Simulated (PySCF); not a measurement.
# Which determinant of NaB lies lowest?

Unrestricted PBE0; basis Na def2-SVP, B def2-SVP; no relativity; PySCF 2.14. Outer shells of the fragments: Na 3s1; B 2s2 2p1.

Followed along the bond (rough minima from three points):

```json
{"2Ms+1": "3", "unpaired": "σ ↑, π ↑", "⟨S²⟩ at the start": "2.00", "R at minimum (Å)": "2.49", "Te (eV)": "0.00"}
{"2Ms+1": "1", "unpaired": "σ ↓, π ↑", "⟨S²⟩ at the start": "1.01", "R at minimum (Å)": "2.53", "Te (eV)": "0.25"}
{"2Ms+1": "1", "unpaired": "none", "⟨S²⟩ at the start": "0.11", "R at minimum (Å)": "2.77", "Te (eV)": "0.42"}
{"2Ms+1": "3", "unpaired": "π ↑↑", "⟨S²⟩ at the start": "2.01", "R at minimum (Å)": "2.28", "Te (eV)": "0.61"}
{"2Ms+1": "1", "unpaired": "π ↑↓", "⟨S²⟩ at the start": "1.00", "R at minimum (Å)": "2.28", "Te (eV)": "0.86"}
```

Solutions found at the starting distance of 2.390 Å, counted from the lowest of them; the search is not exhaustive and high or unbound solutions are not listed, so other states can lie among these:

| 2Ms+1 | unpaired | term | E (eV) | ⟨S²⟩ | ⟨Lz²⟩ | μ (D) |
| --- | --- | --- | --- | --- | --- | --- |
| 3 | σ ↑, π ↑ | ³Π | 0.00 | 2.00 | 1.00 | -5.88 |
| 1 | σ ↓, π ↑ | mixed | 0.26 | 1.01 | 1.00 | -5.52 |
| 1 | none | ¹Σ⁺ | 0.59 | 0.11 | 0.00 | -3.77 |
| 3 | π ↑↑ | ³Σ⁻ | 0.62 | 2.01 | 0.00 | -7.43 |
| 1 | π ↑↓ | mixed | 0.87 | 1.00 | 2.01 | -7.26 |
| 3 | σ ↑↑ | ³Σ⁺ | 1.53 | 2.00 | 0.00 | 4.21 |

A term symbol is given only where ⟨S²⟩ and ⟨Lz²⟩ are close to those of a pure state; real π, δ and φ orbitals otherwise mix terms. A positive dipole means Na(−)B(+).

Counting both spins, an empty level lies below a filled one in some of these solutions, because spin and occupation are held.
